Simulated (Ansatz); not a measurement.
The cluster B2H (the lowest doublet isomer of a short search) was relaxed with PBE0-D4 (def2-TZVP) in Ansatz in these states: charge +1 singlet, neutral quartet. The geometries follow in no particular order.

A:

Cartesian coordinates in Å:
```
B -0.033 -0.062 -0.090
B 0.410 0.759 1.111
H -0.377 -0.697 -1.021
```

B:

```xyz
3

B     0.273    0.081   -0.082
B    -1.635   -0.511    0.511
H     1.363    0.429   -0.428
```

Judge from the bond lengths which geometry belongs to which state (an estimate).

A is the neutral quartet (B1–B2 1.520 Å, B1–H3 1.178 Å); B is the charge +1 singlet (B1–B2 2.084 Å, B1–H3 1.195 Å).

A triplet lies near this restricted singlet, and broken spin symmetry wasn't tried. At PBE0-D4/def2-TZVP a triplet lies 0.72 eV below the charge +1 singlet. These are the stationary points nearest to one start from a short search; other shapes may lie lower in each state.
